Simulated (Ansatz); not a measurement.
# CF₂+ (quartet): the correlation ladder, cc-pVDZ

One table from this session's results is given with a row withheld; the runs are named, their logs left out.

The runs use Ansatz 0.2.0, Gaussian basis; cc-pVDZ, core rule «outside noble gas», up to 3 orbitals frozen.

Plan: UHF; CCSD(T) on ROHF; CCSD(T) on UHF; BCCD(T) on ROHF; CISD; CCSDT(Q) on ROHF; CCSDT(Q) on UHF; CASSCF and MRCISD+Q, 13 electrons in 10 orbitals; CASSCF and NEVPT2, 13 electrons in 10 orbitals.

25 further runs of the same task are left out: 10 that didn't finish, 15 set aside as unsound or not needed.

## What is computed

The geometry is a PBE0/def2-TZVP stationary point (not a proven minimum) of the parent state, kept for this charge and spin.

3 atoms, charge 1, spin multiplicity 4.

Atoms are counted from 1 here; the program's logs count them from 0.

Bond lengths: C1–F2 1.309 Å, C1–F3 1.309 Å. Angles: F2–C1–F3 119.5°.

As a file:

| atom | x (Å) | y (Å) | z (Å) |
| --- | --- | --- | --- |
| C1 | 0.0000 | -0.5009 | 0.0000 |
| F2 | 0.0000 | 0.1583 | -1.1304 |
| F3 | 0.0000 | 0.1583 | 1.1304 |

The first run:

File in.yaml:

```yaml
crystal:
  periodic: [false, false, false]
  atoms:
    - {symbol: C, position_ang: [0.000000, -0.500907, 0.000000]}
    - {symbol: F, position_ang: [0.000000, 0.158336, -1.130366]}
    - {symbol: F, position_ang: [0.000000, 0.158336, 1.130366]}
basis:
  gaussian: {orbitals: cc-pVDZ}
total_charge: 1
magnetization: {spin_polarized: true, initial_magnetization: 3}
hamiltonian: {xc: hf}
output: {orbitals: {seedname: orbitals}}
```

Command:

```console
$ ansatz run in.yaml --threads 1 --pin off --events-out ev --progress --plain --max-ram 2393MiB
```

Among the steps run: UHF; CCSD(T) on ROHF; CCSD(T) on UHF; BCCD(T) on ROHF; CISD; CCSDT(Q) on ROHF; CCSDT(Q) on UHF; CASSCF and MRCISD+Q, 13 electrons in 10 orbitals; CASSCF and NEVPT2, 13 electrons in 10 orbitals.

One table of the session follows, with a row left open; its other results are not shown here.

It belongs to the step «Misses and costs». 

```
          method  from RCCSDT(Q) (meV)
            RMP2                +543.2
            UMP2                +986.3
            CISD               +1659.2
           RCCSD                +472.4
           UCCSD                +439.8
        RCCSD(T)                 +87.8
        UCCSD(T)                 +84.7
         BCCD(T)                 +86.6
          RCCSDT                 +56.6
          UCCSDT                 +49.9
       RCCSDT(Q)                     0
       UCCSDT(Q)                  -4.1
  CASSCF valence              +10272.3
  NEVPT2 valence                     ?
  MRCISD valence                +800.7
MRCISD+Q valence                +121.4
```

**Question.** Estimate the row for NEVPT2 valence.

The run gave: from RCCSDT(Q) (meV): +1169.0. In the column «from RCCSDT(Q) (meV)» it lies between UMP2 (+986.3) and CISD (+1659.2).

Left out of the table: ROHF, UHF (another determinant or state than the rows shown).

To keep in mind: The report flags that the cluster equations may have other roots. The program flags RCCSD(T), UCCSD(T), BCCD(T), RCCSDT(Q), UCCSDT(Q) as in doubt, so the zero of the table is itself unsure. Warnings: coupled cluster took another determinant than the lowest. Restricted and unrestricted rows rest on different reference determinants; where their highest levels disagree by more than a few hundredths of an eV, they describe different states and don't form one ladder.
